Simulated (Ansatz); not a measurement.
Cartesian coordinates (Å):
SMILES: [CH3]
```xyz
4

C      0.0000     0.0000     0.0000
H      1.0608    -0.1941     0.0035
H     -0.6985    -0.8216    -0.0014
H     -0.3623     1.0157    -0.0021
```
Charge 0, spin multiplicity 2.

All values below come from frozen-core CCSD(T)/def2-TZVPP // CAM-B3LYP-D3(BJ)/def2-TZVP in Ansatz (a quantum-chemistry and plane-wave program).

| Quantity | Value |
|---|---|
| HF energy | -39.57872 Ha |
| MP2 correlation energy | -0.15760 Ha |

**Question.** Estimate the CCSD correlation energy, the (T) correction, the total energy and the T1 diagnostic.

**Answer.** 
```yaml
CCSD correlation energy: -0.17833 Ha
"(T) correction": -0.00467 Ha
CCSD(T) total energy: -39.76172 Ha
T1 diagnostic: 0.008
```
